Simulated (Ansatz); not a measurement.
## Ruthenium, hcp: convergence with Fermi-Dirac smearing

Computed with Ansatz, r²SCAN, scalar-relativistic PAW, on the relaxed cell (a = 2.706 Å, c = 4.258 Å (c/a = 1.574); spin not included). Errors count from a run at 500 eV on a Γ-centred 22×22×12 mesh with Fermi-Dirac smearing of 0.1 eV, extrapolated to zero width. Fixed here: cutoff 500 eV, mesh 13×13×8. The SCF starts from atomic densities corrected by a trained network.

```csv
width (eV),E(σ→0) error (meV/atom),F error (meV/atom),P (GPa),SCF iterations
0.01,1.4,1.3,-0.22,6
0.03,1.4,0.5,-0.21,6
0.2,3.6,-50.8,0.77,6
0.3,10.0,-121.5,2.24,6
0.6,45.7,-551.3,11.03,6
1.0,18.0,-1613.6,28.32,6
```

Question: What does the run at 0.1 give (width)?

Answer: E(σ→0) error (meV/atom): 2.0; F error (meV/atom): -11.0; P (GPa): 0.00; SCF iterations: 6.
